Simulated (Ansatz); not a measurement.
Relaxation of Mg2H⁺ with RKS PBE0-D4/def2-TZVP.

```sh
$ ansatz run in.yaml --threads 4 --pin off --events-out ev --progress --plain --max-ram 3916MiB
```

```yaml
crystal:
  periodic: [false, false, false]
  atoms:
    - {symbol: Mg, position_ang: [0.515209, -1.030065, -2.344099]}
    - {symbol: Mg, position_ang: [-0.081850, 0.176274, 0.392811]}
    - {symbol: H, position_ang: [-0.433358, 0.853791, 1.951288]}
basis:
  gaussian: {orbitals: def2-TZVP}
total_charge: 1
hamiltonian: {xc: pbe0, dispersion: d4}
scf: {omitted_lower_state_checks: [starts]}
output: {orbitals: {seedname: orbitals}}
relax: {f_tol: 0.02, max_steps: 100}
```

Run time 1.7 s (4 threads of Arm Neoverse V2 on a shared host).

Positions (Å) and forces (eV/Å) at steps 1, 2, 3, 4 of 4:

```xyz
3
step=1 energy=-10892.1050 eV
Mg    0.515   -1.030   -2.344   -0.039    0.081    0.181
Mg   -0.082    0.176    0.393   -0.074    0.134    0.315
H    -0.433    0.854    1.951    0.113   -0.215   -0.496
3
step=2 energy=-10892.1270 eV
Mg    0.507   -1.013   -2.306   -0.028    0.058    0.130
Mg   -0.086    0.181    0.405    0.046   -0.097   -0.217
H    -0.421    0.832    1.901   -0.018    0.039    0.087
3
step=3 energy=-10892.1318 eV
Mg    0.502   -1.002   -2.282   -0.010    0.022    0.049
Mg   -0.083    0.174    0.390    0.016   -0.035   -0.077
H    -0.419    0.829    1.892   -0.005    0.013    0.027
3
step=4 energy=-10892.1325 eV
Mg    0.500   -0.997   -2.270   -0.001    0.003    0.007
Mg   -0.083    0.169    0.383    0.000   -0.003   -0.006
H    -0.417    0.827    1.887    0.001    0.000   -0.001
```

The structure comes from a short search, and lower isomers may exist.
